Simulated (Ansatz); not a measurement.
The input, for Ansatz 0.2.0:

```yaml
crystal:
  periodic: [false, false, false]
  atoms:
    - {symbol: In, position_ang: [0.000000, 0.000000, 0.000000]}
    - {symbol: H, position_ang: [0.000000, 0.000000, 1.893800]}
basis:
  gaussian: {orbitals: def2-SVPD, point_charges: [{charge: 1.00, position_ang: [3.925, -0.398, 0.080]}]}
total_charge: -1
magnetization: {spin_polarized: false, initial_magnetization: 3}
hamiltonian: {pseudopotentials: {relativity: none}}
correlation: {method: sc_nevpt2, electrons: outside_noble_gas, active_space: {window: {electrons: 3, orbitals: 4}}}
multiplicity: 3
```

```sh
$ ansatz run in.yaml --threads 1 --pin off --events-out ev --progress --plain --max-ram 2393MiB
```

**Question.** One thing in this input was set wrong on purpose, beside settings that are merely unusual. What is the gravest fault, and what does the program do?

**Answer.** Unknown input key. How the run ends: refused.
```
Error: YAML parse error: error: line 12 column 1: unknown field `multiplicity`, expected one of crystal, accuracy, basis, kpoints, hamiltonian, magnetization, projection, total_charge, correlation, batch, efield, external_charges, scf, relax, neb, saddle, md, ramp, phonons, dielectric, real_time, elastic, magnetic_configurations, gw, evaluate, workflow, output, checkpoint, execution
  --> <input>:12:1
   |
10 | hamiltonian: {pseudopotentials: {relativity: none}}
11 | correlation: {method: sc_nevpt2, electrons: outside_noble_gas, ac…
12 | multiplicity: 3
   | ^ unknown field `multiplicity`, expected one of crystal, accuracy, basis, kpoints, hamiltonian, magnetization, projection, total_charge, correlation, batch, efield, external_charges, scf, relax, neb, saddle, md, ramp, phonons, dielectric, real_time, elastic, magnetic_configurations, gw, evaluate, workflow, output, checkpoint, execution
```
